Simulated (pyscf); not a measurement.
Structures and frequencies: ωB97X-D3(BJ)/def2-SVP in PySCF.

What is the homolytic dissociation enthalpy (298 K, ωB97M-D3(BJ)/def2-TZVP) of the C–Ta bond of H₃C–Ta(F)(F)(F)–F (SMILES [CH3][Ta]([F])([F])([F])[F]), to CH₃• + [F–Ta(F)(F)–F]•?

C–Ta to CH₃• + [F–Ta(F)(F)–F]•: 281.4 kJ/mol. The 7 functionals that were run give +274.3 (r²SCAN) to +302.5 kJ/mol (ωB97X-D3(BJ)). The radicals are drawn with the spin at the cut bond; how far it spreads was not checked. Open-shell species with a d-block atom are single-reference here; other states, and whether the spin sits on metal or ligand, were not checked. Elements past Kr carry the def2 core potentials, without spin-orbit coupling.
